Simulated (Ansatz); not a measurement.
Molecule: methane, CH4, charge 0, multiplicity 1. SMILES: C
Geometry from a B3LYP-D3(BJ)/def2-TZVP (Ansatz, a first-principles code) optimisation:
```xyz
5

C      0.0000     0.0000     0.0000
H      0.6205     0.6269     0.6390
H     -0.6429    -0.6249     0.6185
H      0.6369    -0.6328    -0.6166
H     -0.6146     0.6308    -0.6409
```

Atomisation energy built up term by term with Ansatz (kcal/mol; UHF references for open shells; valence terms freeze the core; atomic spin-orbit terms are left out). Basis-set limits of correlation are two-point, X^-3; Hartree-Fock from the larger set.

```tsv
term	basis	kcal/mol
Hartree-Fock	def2-QZVPPD	328.24
CCSD correlation	CBS(def2-TZVPPD,def2-QZVPPD)	88.29
(T)	CBS(def2-TZVPPD,def2-QZVPPD)	3.01
CCSDT - CCSD(T)	cc-pVDZ	0.05
(Q)	cc-pVDZ	0.08
core correlation	cc-pwCVTZ	1.18
scalar relativity (X2C)	cc-pVTZ-DK against cc-pVTZ	-0.19
sum: De		420.7
```

(T) makes 0.7 % of the CCSD(T) atomisation energy; under 5 % is typical of single-reference molecules.
